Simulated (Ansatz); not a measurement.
```xyz
6

C    -0.0024   -0.0580   -0.6134
O    -0.0816   -0.1087    0.7590
H    -0.0032   -1.0862   -1.0711
H    -0.8793    0.4943   -0.9715
H     0.8440    0.4093   -1.1171
H     0.0413    0.8348    1.0592
```

RHF-MP2 on singlet CH4O was run in several spherical basis sets with Ansatz (development build ahead of 0.2.0). Frozen core: 2 orbitals.

(1) Rank the basis sets by the total energy that they give, lowest first, with the distance from the lowest.
A. def2-SVP
B. STO-3G
C. cc-pVDZ
D. 6-31G

Results:

(1) C (0.00 eV), A (2.62 eV), D (5.16 eV), B (47.67 eV).

Totals follow the description of the cores as much as that of the bonds, so this order isn't one of quality for chemistry.
